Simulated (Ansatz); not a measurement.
A structure relaxed at PBE0-D4/def2-TZVP, charge 0, multiplicity 1:

| atom | x (Å) | y (Å) | z (Å) |
| --- | --- | --- | --- |
| B1 | -0.364 | 0.465 | 0.398 |
| O2 | 0.572 | -0.375 | -0.728 |
| H3 | 0.429 | 1.256 | 0.840 |
| H4 | -1.234 | 0.926 | -0.295 |
| H5 | -0.720 | -0.395 | 1.171 |
| H6 | 0.026 | -1.064 | -1.125 |
| H7 | 1.291 | -0.814 | -0.261 |

**Question.** Give its formula and SMILES.

**Answer.** BH5O, `[BH3-][OH2+]`.

**Question.** Point group (tolerance 0.08 Å, 0.16 Å for H)?

**Answer.** Cs.

**Question.** Summarise the bond lengths by kind.

**Answer.** 1 × B–O 1.687 Å; 3 × B–H 1.204 to 1.210 Å; 2 × H–O 0.964 Å.

All numbers were calculated with Ansatz.
